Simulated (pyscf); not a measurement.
Thermochemistry of product channels of alane (AlH₃) + ethylene (H₂C=CH₂) on the singlet surface, in kJ/mol, from ωB97M-D3(BJ)/def2-TZVP energies (ideal gas, 1 atm, RRHO with modes under 100 cm⁻¹ raised to 100, one conformer, R ln 2 for rigid chiral ones). PySCF, gas phase, ωB97X-D3(BJ)/def2-SVP geometries.

```tsv
products	ΔE	ΔH(298 K)	ΔG(298 K)	ΔG(1200 K)
H₃C–AlH₂ + methylene (CH₂) [singlet]	+321.8	+312.6	+302.4	?
H₂C=CH–AlH₂ + hydrogen (H₂)	+11.1	+2.3	+4.8	-1.0
AlH [singlet] + ethane (H₃C–CH₃)	?	-22.5	-19.3	?
```

Question: Fill in the missing entries.

Answer: 
- H₃C–AlH₂ + methylene (CH₂) [singlet], ΔG(1200 K): +262.9
- AlH [singlet] + ethane (H₃C–CH₃), ΔE: -45.1
- AlH [singlet] + ethane (H₃C–CH₃), ΔG(1200 K): -4.7

These are energies of the channels, which say nothing of barriers. CH₂ [singlet] is an excited spin state, 37.3 kJ/mol over the triplet at ωB97X-D3(BJ). A restricted singlet here is unstable towards spin polarisation, as is usual where a triplet lies low; its energy is less safe.
